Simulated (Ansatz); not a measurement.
# SiCO (quintet): wave-function methods side by side, def2-QZVPP

One table from this session's results is given with a row withheld; the runs are named, their logs left out.

Computed with Ansatz 0.2.0, Gaussian basis. Level: def2-QZVPP, core rule «outside noble gas», up to 7 orbitals frozen.

The runs, in order: UHF; ROHF; CCSD(T) on UHF.

2 further runs of the same task are left out: 2 set aside as unsound or not needed.

## The geometry

The geometry is a PBE0/def2-TZVP stationary point (not a proven minimum) of the parent state, kept for this charge and spin.

3 atoms, charge 0, spin multiplicity 5.

Atoms are counted from 1 here; the program's logs count them from 0.

Bond lengths: C1–Si2 1.836 Å, Si2–O3 1.510 Å. Angles: C1–Si2–O3 180.0°.

Coordinates:

```xyz
3
COSi
C     0.0000    0.0000    1.7272
Si    0.0000    0.0000   -0.1087
O     0.0000    0.0000   -1.6185
```

The first run:

in.yaml

```yaml
crystal:
  periodic: [false, false, false]
  atoms:
    - {symbol: C, position_ang: [0.000000, 0.000000, 1.727200]}
    - {symbol: Si, position_ang: [0.000000, 0.000000, -0.108700]}
    - {symbol: O, position_ang: [0.000000, 0.000000, -1.618500]}
basis:
  gaussian: {orbitals: "def2-QZVPP.json"}
magnetization: {spin_polarized: true, initial_magnetization: 4}
hamiltonian: {xc: hf}
output: {orbitals: {seedname: orbitals}}
```

On the command line:

```console
$ ansatz run in.yaml --threads 1 --pin off --events-out ev --progress --plain --max-ram 2393MiB
```

Steps of the session up to this table: UHF; ROHF; CCSD(T) on UHF.

One of the session's tables, all rows but one given; the rest of the session is left out.

| method | from UCCSD(T) (meV) |
| --- | --- |
| ROHF | ? |
| UHF | +12911.7 |
| UMP2 | +940.7 |
| UCCSD | +716.3 |
| UCCSD(T) | 0 |

**Question.** Estimate the row for ROHF.

The run gave: from UCCSD(T) (meV): +13086.1. In the column «from UCCSD(T) (meV)» it is the highest.
